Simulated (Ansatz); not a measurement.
C4H8 (`C/C=C\C`). The species carries charge 0 and has multiplicity 1.

Cartesian coordinates in Å:
```
C -0.4737 1.2333 0.9465
C -0.8029 -0.1815 0.6101
C -0.1870 -0.9720 -0.2647
C 0.9843 -0.6383 -1.1247
H -1.3292 1.8875 0.7501
H -0.2433 1.3346 2.0119
H 0.3766 1.6170 0.3828
H -1.6475 -0.6024 1.1514
H -0.5716 -1.9834 -0.3769
H 0.7356 -0.7630 -2.1836
H 1.3383 0.3828 -0.9827
H 1.8204 -1.3147 -0.9202
```

Question: Give the diagnostics of a CCSD(T)/def2-TZVPP run (frozen core, Ansatz). (Estimate.)

Answer: Computed: T1 = 0.0097, largest single amplitude 0.019, largest double 0.097, (T) share of the correlation energy 4.0 %, 8 CCSD cycles. The RHF solution is stable towards an unrestricted one. T1 lies under the customary mark of 0.02 for closed shells.
